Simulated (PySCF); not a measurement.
Geometries of 3 isomers of C4H7Cl, from PySCF, PBE0-D3(BJ)/def2-SVP geometry optimisation, gas phase. One conformer each, no zero-point energy, no frequencies.

**Question.** Which isomer lies lowest at this level?
A.
```xyz
12
angstrom
Cl     2.658    0.169   -0.715
C      1.309   -0.511    0.257
C     -0.011   -0.331   -0.423
C     -0.706    0.993   -0.360
C     -1.247   -0.169    0.418
H      1.329    0.003    1.228
H      1.543   -1.572    0.420
H     -0.117   -0.898   -1.353
H     -0.209    1.797    0.191
H     -1.252    1.329   -1.245
H     -2.167   -0.649    0.074
H     -1.129   -0.160    1.506
```
B.
```xyz
12
angstrom
C     -1.999    0.379   -0.021
C     -0.900   -0.269   -0.408
C      0.481    0.310   -0.419
C      1.401   -0.430    0.538
Cl     3.065    0.222    0.486
H     -2.980   -0.103   -0.034
H     -1.959    1.420    0.316
H     -0.989   -1.312   -0.738
H      0.911    0.246   -1.433
H      0.456    1.377   -0.147
H      1.467   -1.499    0.287
H      1.048   -0.341    1.574
```
C.
```xyz
12
angstrom
C      1.284   -0.125   -0.243
C      0.241    0.927   -0.064
C     -1.021    0.740    0.338
C     -1.701   -0.535    0.705
Cl    -2.073    2.133    0.477
H      1.654   -0.136   -1.281
H      0.923   -1.134   -0.005
H      2.158    0.079    0.397
H      0.540    1.956   -0.286
H     -2.575   -0.705    0.057
H     -2.071   -0.489    1.741
H     -1.025   -1.395    0.613
```

**Answer.** C. That is `C/C=C(\C)Cl`, 6.2 kcal/mol below the next.

```
     SMILES               atoms numbered as above      E (Eh)  relative (kcal/mol)  relative (kJ/mol)  dipole (D)
C/C=C(\C)Cl  [CH3:1]/[CH:2]=[C:3](\[CH3:4])[Cl:5]  -616.23044                  0.0                0.0        1.89
   ClCC1CC1   [Cl:1][CH2:2][CH:3]1[CH2:4][CH2:5]1  -616.22058                  6.2               25.9        2.02
    C=CCCCl    [CH2:1]=[CH:2][CH2:3][CH2:4][Cl:5]  -616.21997                  6.6               27.5        1.80
```
